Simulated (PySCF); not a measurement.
Method used: core-valence-separated Tamm–Dancoff BHandHLYP/aug-pcX-1 (pcseg-1 on H) in PySCF, non-relativistic, gas phase, PBE0-D3(BJ)/def2-SVP geometry. BHandHLYP without relativity tends to put these K edges a few eV too low, so spacings mean more than positions.

Main lines of an unknown, eV (oscillator strength): C K: 283.2 (0.054), 284.3 (0.071), 285.5 (0.014), 285.8 (0.014), 286.1 (0.020); O K: 533.5 (0.014), 534.1 (0.020), 534.5 (0.013), 535.1 (0.005), 535.7 (0.020). Listed: the first five lines at most of each edge with a tenth or more of its strongest line's intensity; roots within 0.03 eV on the same or equivalent atoms are summed. Only the lowest roots were sought, and the top ones are left out.

**Question.** Which candidate gives them?
A. `C1OCCC=1`
B. `C#COCC`
C. `O=CC1CC1`
D. `C/C=C/C=O`

**Answer.** A. 

- `C1=COCC1`: C K: 283.2 (0.054), 284.3 (0.071), 285.5 (0.014), 285.8 (0.014), 286.1 (0.020); O K: 533.5 (0.014), 534.1 (0.020), 534.5 (0.013), 535.1 (0.005), 535.7 (0.020). First C line listed at 283.2 eV, hole on the alkene CH carbon (1s→π*); first O line listed at 533.5 eV, hole on the cyclic ether oxygen.
- `O=CC1CC1`: C K: 283.4 (0.079), 285.6 (0.054), 286.2 (0.028), 286.3 (0.017), 286.4 (0.049); O K: 528.5 (0.051). First C line listed at 283.4 eV, hole on the aldehyde carbon (1s→π*); first O line listed at 528.5 eV, hole on the aldehyde oxygen (1s→π*).
- `C/C=C/C=O`: C K: 282.2 (0.067), 282.5 (0.040), 283.2 (0.074), 285.5 (0.021), 285.7 (0.008); O K: 528.2 (0.049). First C line listed at 282.2 eV, hole on the alkene CH carbon (1s→π*); first O line listed at 528.2 eV, hole on the aldehyde oxygen (1s→π*).
- `C#COCC`: C K: 283.8 (0.056), 284.6 (0.050), 285.4 (0.066), 285.5 (0.011), 285.7 (0.071); O K: 534.6 (0.012), 535.2 (0.016), 535.7 (0.017), 535.9 (0.015), 536.1 (0.009). First C line listed at 283.8 eV, hole on the terminal alkyne carbon (1s→π*); first O line listed at 534.6 eV, hole on the ether oxygen.

One conformer each; other structures than these candidates weren't tested.
